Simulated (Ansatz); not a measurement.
Geometry optimisation, RKS PBE-D4/def2-SVP in Ansatz 0.2.0.

Input:

```yaml
crystal:
  periodic: [false, false, false]
  atoms:
    - { symbol: B, position_ang: [-1.18, 0.4197, -1.165] }
    - { symbol: Si, position_ang: [0.2605, 0.6774, 0.0422] }
    - { symbol: C, position_ang: [0.6346, -0.9603, 0.8202] }
    - { symbol: H, position_ang: [-1.6538, -0.5858, -1.3202] }
    - { symbol: H, position_ang: [-1.635, 1.3874, -1.7968] }
    - { symbol: H, position_ang: [-0.0939, 1.6672, 1.086] }
    - { symbol: H, position_ang: [1.4632, 1.1686, -0.6954] }
    - { symbol: H, position_ang: [0.9765, -1.6784, 0.0404] }
    - { symbol: H, position_ang: [1.5251, -0.8187, 1.5731] }
    - { symbol: H, position_ang: [-0.2141, -1.3283, 1.4184] }
basis:
  gaussian: { orbitals: def2-SVP }
hamiltonian:
  xc: pbe
  dispersion: d4
relax:
  f_tol: 0.02
  max_steps: 40
```

Run as:

```bash
$ ansatz run input.yaml --threads 1 --pin off --max-ram 2048MiB --backend cpu --events-out ev --progress --plain --runs-dir out
```

Question: Where does it end, and by what steps?

Answer: It converged. After 4 steps the energy has fallen by 0.423 eV; H4 moved furthest, 0.29 Å.

```tsv
step	energy less start (eV)	largest force component (eV/Å)	accepted
0	0.0000	2.961	yes
1	-0.3788	0.640	yes
2	-0.4142	0.334	yes
3	-0.4224	0.023	yes
4	-0.4225	0.006	yes
```

```xyz
10
Properties=species:S:1:pos:R:3
B -1.274 0.493 -1.263
Si 0.250 0.621 0.049
C 0.743 -0.989 0.922
H -1.832 -0.551 -1.550
H -1.669 1.502 -1.821
H -0.097 1.679 1.076
H 1.437 1.172 -0.715
H 1.045 -1.757 0.182
H 1.590 -0.828 1.618
H -0.109 -1.395 1.504
```

Time of the run: 13 s on 1 thread of Arm Neoverse V1, on a shared host, peak memory 0.12 GiB.
